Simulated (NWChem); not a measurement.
# ethylamine (C2H7N); SMILES C(N)C

```xyz
10

C      0.2599    -1.2361    -0.0315
C     -0.5555     0.0424     0.0220
N      0.3032     1.2074    -0.0817
H     -0.3865    -2.1265    -0.0048
H      0.8663    -1.2666    -0.9493
H      0.9499    -1.3026     0.8263
H     -1.1931     0.0241     0.9335
H     -1.2549     0.0585    -0.8317
H     -0.2493     2.0621    -0.0738
H      0.9183     1.2617     0.7291
```
Atoms are numbered in this order, from 1.

All runs: NWChem. Pople sets run with spherical d functions. Geometry: optimised at PBE0/def2-SVP. LC-ωPBE (HJS hole) with 6-31G*; x = 1 − exp(−ω/0.25 bohr⁻¹) is a scale chosen for this fit.

```
row           x  −ε(HOMO) (eV)
--------  -----  -------------
ω = 0.15  0.451           7.02
ω = 0.20  0.551           7.62
ω = 0.25  0.632           8.15
ω = 0.30  0.699       withheld
ω = 0.35  0.753           9.02
```

Question: Fit a straight line of the last column on the one before it, predict the withheld value, and compare with the run.

Answer: 
1. Means of the 4 shown rows: x = 0.5968, y = 7.952. Slope Σ(x − x̄)(y − ȳ)/Σ(x − x̄)² = 0.3249/0.04899 = 6.631; intercept 3.995.
2. The shown rows scatter about the line by 0.033 (root mean square); the largest residual is -0.04, at ω = 0.25.
3. At x = 0.699 (ω = 0.30; inside the shown range) the line gives 8.63.
4. The run gives 8.62, -0.01 from the line, 0.3 times the scatter.
